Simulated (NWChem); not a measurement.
**A calculation on hydrogen chloride (HCl)**

```xyz
2

Cl     0.0000     0.0000     0.0716
H      0.0000     0.0000    -1.2180
```
Charge 0, spin multiplicity 1.

Everything below was run with NWChem. All single points use one geometry, from B3LYP/def2-SVP, a minimum by its harmonic frequencies.

Static limit.

Question: Give the polarisability tensor in bohr³ at BHandHLYP/def2-SVPD, in the frame of the coordinates, and its isotropic mean.

Answer: 
```
16.28   0.00   0.00
 0.00  16.28   0.00
 0.00   0.00  18.11
```
Mean (one third of the trace): 16.89 bohr³.
